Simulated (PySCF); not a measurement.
Two-photon absorption: SMILES c1c[cH-]nc1, [C4H4N]-, charge -1

Geometry:
```json
{"atom": "C1", "x (Å)": "-0.781", "y (Å)": "-0.650", "z (Å)": "-0.116"}
{"atom": "C2", "x (Å)": "0.602", "y (Å)": "-0.926", "z (Å)": "-0.030"}
{"atom": "C3", "x (Å)": "1.216", "y (Å)": "0.317", "z (Å)": "0.131"}
{"atom": "N4", "x (Å)": "0.320", "y (Å)": "1.332", "z (Å)": "0.149"}
{"atom": "C5", "x (Å)": "-0.887", "y (Å)": "0.738", "z (Å)": "-0.001"}
{"atom": "H6", "x (Å)": "-1.589", "y (Å)": "-1.362", "z (Å)": "-0.245"}
{"atom": "H7", "x (Å)": "1.084", "y (Å)": "-1.897", "z (Å)": "-0.077"}
{"atom": "H8", "x (Å)": "2.280", "y (Å)": "0.517", "z (Å)": "0.234"}
{"atom": "H9", "x (Å)": "-1.797", "y (Å)": "1.332", "z (Å)": "-0.022"}
```

Total charge -1.

Computed, not measured: TDDFT CAM-B3LYP/aug-cc-pVTZ excited states, vertical, gas phase (PySCF). Geometry: PBE0-D3(BJ)/def2-TZVP.

For a gas-phase anion, states above the detachment energy (about 1.6 eV, taken as minus the energy of the highest occupied orbital) lie in the continuum and depend on the basis.

Q: How strongly do the lowest singlets absorb one photon, and two photons of half the energy?

A: δ for parallel linear polarisation; σ at the peak of a Lorentzian of half width 0.1 eV, single beam; Ω is circular over linear.
```csv
state,E (eV),f,photon λ (nm),δ (au),σ (GM),Ω,main
S1,2.82,0.000,879,1040,3.02,1.50,"HOMO→LUMO 0.81, HOMO→LUMO+2 0.14"
S2,3.02,0.022,820,45.2,0.15,1.50,HOMO→LUMO+1 0.93
S3,3.20,0.000,775,459,1.72,1.50,"HOMO→LUMO+2 0.82, HOMO→LUMO 0.14"
S4,3.41,0.003,726,1020,4.37,1.50,"HOMO−1→LUMO 0.54, HOMO→LUMO+3 0.40"
S5,3.50,0.005,709,49.1,0.22,1.50,"HOMO→LUMO+3 0.56, HOMO−1→LUMO 0.35"
S6,3.72,0.000,666,131,0.67,1.50,HOMO−1→LUMO+1 0.96
```

Among these, the strongest one-photon state is S2, the strongest two-photon state S4.
